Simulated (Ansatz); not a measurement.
`ClBCl` + `F[SiH2][SiH3]` → `[SiH3]BCl` + `F[SiH2]Cl` at 500 K and 1 bar (redistribution).

Calculated with Ansatz (gas phase, PBE0-D4/def2-TZVP geometries, no zero-point term in ΔE). CCSD(T)/CBS adds triple-zeta CCSD(T) − MP2 to the extrapolated MP2 energy (def2 sets, frozen cores). This one scheme is used for every species.

```json
{"species": "`ClBCl`", "CCSD(T)/CBS energy (Eh)": "-945.02167", "H − E (kJ/mol)": "62.1", "S (J/(mol·K))": "296.7"}
{"species": "`F[SiH2][SiH3]`", "CCSD(T)/CBS energy (Eh)": "-681.00067", "H − E (kJ/mol)": "154.3", "S (J/(mol·K))": "364.0"}
{"species": "`[SiH3]BCl`", "CCSD(T)/CBS energy (Eh)": "-776.06195", "H − E (kJ/mol)": "133.4", "S (J/(mol·K))": "356.8"}
{"species": "`F[SiH2]Cl`", "CCSD(T)/CBS energy (Eh)": "-849.96195", "H − E (kJ/mol)": "83.3", "S (J/(mol·K))": "315.2"}
```

H − E and S are ideal-gas, rigid-rotor, harmonic terms from PBE0-D4/def2-TZVP. 1 Eh = 2625.50 kJ/mol, R = 8.31446 J/(mol·K).

By hand: ΔE, ΔH, ΔS and ΔG.

ΔE = (-776.06195) + (-849.96195) − (-945.02167) − (-681.00067) = -0.00156 Eh = -4.1 kJ/mol. Δ(H − E) = 133.4 + 83.3 − 62.1 − 154.3 = 0.3, so ΔH = -3.8 kJ/mol. ΔS = 356.8 + 315.2 − 296.7 − 364.0 = 11.3 J/(mol·K). ΔG = -3.8 − 500 × (11.3)/1000 = -9.4 kJ/mol.

By hand: the equilibrium constant, and the temperature at which ΔG would vanish if ΔH and ΔS stayed fixed.

log₁₀ K = −ΔG/(RT ln 10) = 1.0. ΔH and −TΔS have one sign here, so there is no such temperature.

TΔS isn't small against ΔH here. A doubt of 5 kJ/mol in ΔE shifts log₁₀ K by 0.5 here. Modes under 60 cm⁻¹, often nearly free rotors, make the harmonic entropy too high. These are equilibria of isolated gas molecules and say nothing of rates. Largest T1 diagnostic: 0.014 (customary marks: 0.02 for closed shells, 0.045 for open ones).
